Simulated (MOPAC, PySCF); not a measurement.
C3H6, SMILES `C1CC1`, neutral singlet in the gas phase. 

Z-matrix (Å, degrees):
```
C
H 1 1.0827
H 1 1.0827 2 114.35
C 1 1.5039 2 118.00 3 145.51
H 4 1.0827 1 118.00 2 -144.24
H 4 1.0827 5 114.35 1 -145.51
C 1 1.5040 2 118.00 3 -145.51
H 7 1.0827 1 118.00 2 0.00
H 7 1.0827 8 114.35 4 145.51
```
Charge 0, spin multiplicity 1.

All levels are single points at this geometry (TPSSh-D3(BJ)/def2-TZVP); Pople sets use spherical d functions. Orbital energies aren't observables, and empty levels follow the basis.

HF/STO-3G in PySCF gives gap (eV) = 23.91.

Estimate the gap (eV) from each of these levels: TPSSh-D3(BJ)/def2-TZVP in PySCF; B3LYP/6-311+G** in PySCF; B3LYP/6-31G* in PySCF; BP86/6-31G* in PySCF; PM6 in MOPAC.


| level | gap (eV) |
|---|---|
| TPSSh-D3(BJ)/def2-TZVP in PySCF | 9.06 |
| B3LYP/6-311+G** in PySCF | 8.71 |
| B3LYP/6-31G* in PySCF | 10.71 |
| BP86/6-31G* in PySCF | 9.05 |
| PM6 in MOPAC | 14.12 |
